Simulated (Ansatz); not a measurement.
Ansatz input

```yaml
crystal:
  lattice:
    - [12.0, 0.0, 0.0]
    - [0.0, 12.3, 0.0]
    - [0.0, 0.0, 12.6]
  atoms:
    - { symbol: Cl, position: [0.5, 0.5, 0.4191178268] }
    - { symbol: Cl, position: [0.5, 0.5, 0.5808821732] }
hamiltonian:
  xc: blyp
  pseudopotentials:
    kind: paw
    azcp:
      Cl: "pseudopotentials/Cl.paw.azcp"
basis:
  ecutwfc: 420
  fft_grid_basis: typed
kpoints:
  mp_grid: { grid: [1, 1, 1], shift: [0, 0, 0] }
magnetization:
  spin_polarized: false
scf:
  occupations: { method: fermi_dirac, width: 0.01 }
```

Output

```
Engine: ansatz 0.2.0, x86_64-unknown-linux-gnu
Pseudopotentials: kind: paw
Pseudopotential: Cl, paw, valence charge 7, recommended cutoff 420 eV (normal) 
Functional definition: BLYP
  parameter beta = 0.0042
  parameter a = 0.04918
  parameter b = 0.132
  parameter c = 0.2533
  parameter d = 0.349
  exchange = b88_x(beta = beta)
  correlation = lyp_c(a = a, b = b, c = c, d = d)
Crystal: 2 atoms, lattice volume = 1859.760 Å³
Basis set: ecut = 420 eV, 36331 PW (Γ), exchange–correlation on 162×180×180 points (8 copies of the dense FFT grid, shifted against one another)
Bands: 11, of which v1, the nominal top of the filled ones, is band 7 counted from 1 (6 counted from 0)
Symmetry: 8 space group operations
Space group: Pmmm (ITA 47), of the structure as read, at distance tolerance 1.2e-4 Å
k-points: 1
Non-local potential: Cl, projectors of the file, l = 0: 2, l = 1: 2, l = 2: 2
PAW form: soft (Blöchl's): semilocal exchange-correlation on the pseudo side does not see the compensation charge
PAW frozen core: Cl, regenerated for the run's functional, and the local potential with it (the file was generated under x = pbe(κ = 0.804, μ = 0.2195149727645171), c = pbe(β = 0.06672455060314922))
PAW one-centre angular grid: Cl, 110 points (default); XC on 64 Gauss nodes
Initial density: superposition of atomic densities (neutral atoms: chi_scale 0, normalization atom), corrected by the library's trained network
Initial wavefunctions: pseudopotential atomic-orbital guess
Functional: x = b88, c = lyp
SCF iter   1: F=—  HF=-2169.145479 eV  |F-HF|=—  |Δ(HF+E_count)|=         —  Δρ=8.03e-4  dr2=7.13e-3  ethr=1.77e-3  ⟨swp⟩=7.0  Hψ=70  notcnv=0
SCF iter   2: F=—  HF=-2169.147054 eV  |F-HF|=—  |Δ(HF+E_count)|=   1.58e-3  Δρ=3.50e-4  dr2=1.16e-3  ethr=5.09e-5  ⟨swp⟩=7.0  Hψ=40  notcnv=0
SCF iter   3: F=—  HF=-2169.147164 eV  |F-HF|=—  |Δ(HF+E_count)|=   1.10e-4  Δρ=6.70e-5  dr2=6.75e-5  ethr=8.27e-6  ⟨swp⟩=7.0  Hψ=31  notcnv=0
SCF iter   4: F=—  HF=-2169.147247 eV  |F-HF|=—  |Δ(HF+E_count)|=   8.30e-5  Δρ=1.37e-5  dr2=3.60e-6  ethr=4.82e-7  ⟨swp⟩=4.0  Hψ=24  notcnv=0
SCF iter   5: F=—  HF=-2169.147247 eV  |F-HF|=—  |Δ(HF+E_count)|=   3.14e-7  Δρ=5.51e-6  dr2=1.47e-7  ethr=2.57e-8  ⟨swp⟩=2.0  Hψ=16  notcnv=0
SCF iter   6: F=-2169.147247 eV  HF=-2169.147247 eV  |F-HF|=7.44e-9  |Δ(HF+E_count)|=   3.62e-7  Δρ=6.38e-7  dr2=2.23e-9  ethr=7.14e-10  ⟨swp⟩=2.0  Hψ=22  notcnv=0
SCF 1 converged in 6 iterations: F = -2169.147247 eV  dr2 = 2.23e-9
SCF converged after 6 iterations
Free energy (F): -2169.147247 eV
Harris-Foulkes:  -2169.147247 eV  (|F-HF|=7.44e-9)
Internal energy: -2169.147247 eV  (E = F + TS)
E sigma→0 (E₀):  -2169.147247 eV
Fermi energy:    -5.652695 eV
--- Per-component energies (eV) ---
  E_band       = -172.440239
  E_kinetic    = 318.842092
  E_local      = -1741.928602  (includes V_loc(G=0)·N_el)
  E_nonlocal   = 58.970244
  E_hartree    = 711.131634
  E_xc         = -209.389242
  E_vxc        = -236.398366  (∫ρ·V_xc dr)
  E_paw        = -1330.666622  (= ΣΔE_a)
  E_vpaw       = 5.810576  (= ΣTr[D̂ρ^β])
  E_aug_tail   = 0.000192  (compensation charges beyond the density's cutoff)
  E_ewald      = 23.856029
  E_core_change = 0.037027  (= ΣΔE_core)
  E_smearing   = -0.000000  (= −TS)
  E_closure    = -0.000000  (closes the sum)
  Σ components = -2169.147247   (vs F -2169.147247, Δ=0.00e0)
```
